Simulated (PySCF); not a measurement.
An unknown is described by computed data only.

Formula: C3H8S2.

- Dipole: 2.12 D [PBE0/def2-SVPD]
- Polarisability: 81.0 au [PBE0/def2-SVPD]
- UV, first state: lowest singlet excitation: 4.99 eV (249 nm, f = 0.003) [TDDFT PBE0/def2-SVPD]
- 13C NMR: chemical shifts (computed TMS as zero) by class: 36.4 (1 C), 27.0 (1 C), 16.1 (1 C) ppm [GIAO PBE0/pcSseg-1]
- 1H NMR: chemical shifts (computed TMS as zero) by class: 2.34 (2 H), 2.14 (3 H), 1.40 (3 H) ppm [GIAO PBE0/pcSseg-1]
- Rotational structure: rotational constants A, B, C: 5.263, 1.868, 1.733 GHz [GFN2-xTB]

Electronic properties: PySCF, gas phase, density fitting. Levels stand in brackets. One conformer (not necessarily the lowest) at the GFN2-xTB geometry, without solvent, vibrations or thermal averaging. Each NMR value is the plain mean over a class of atoms that symmetry, rotation or inversion makes alike.

Task: What is the compound? Reason from the data.

Result: Numbering: `[CH3:1][CH2:2][S:3][S:4][CH3:5]`. Its formula, C3H8S2, gives 0 degrees of unsaturation, so no ring and no π bond. 3 carbons fall into 3 classes; from least to most shielded: sp3 carbon bound to sulfur [C2] (36.4 ppm), S-methyl carbon [C5] (27.0 ppm), methyl carbon [C1] (16.1 ppm). Hydrogen classes from least to most shielded: 2 H on an sp3 carbon bound to sulfur, C2 (2.34 ppm), 3 H on an S-methyl carbon, C5 (2.14 ppm, a mean of values up to 0.7 ppm apart in this geometry), 3 H on a methyl carbon, C1 (1.40 ppm, a mean of values up to 0.9 ppm apart in this geometry). The optimised geometry has point group C1 and is an asymmetric top. Structure: methyl ethyl disulfide, `CSSCC`. The assignments are read from this structure; whether some other isomer fits the data as well wasn't checked.

The values belong to the conformer `[CH3:1][CH2:2][S:3][S:4][CH3:5]`: C1–C2–S3–S4 -66°, C2–S3–S4–C5 -90°.
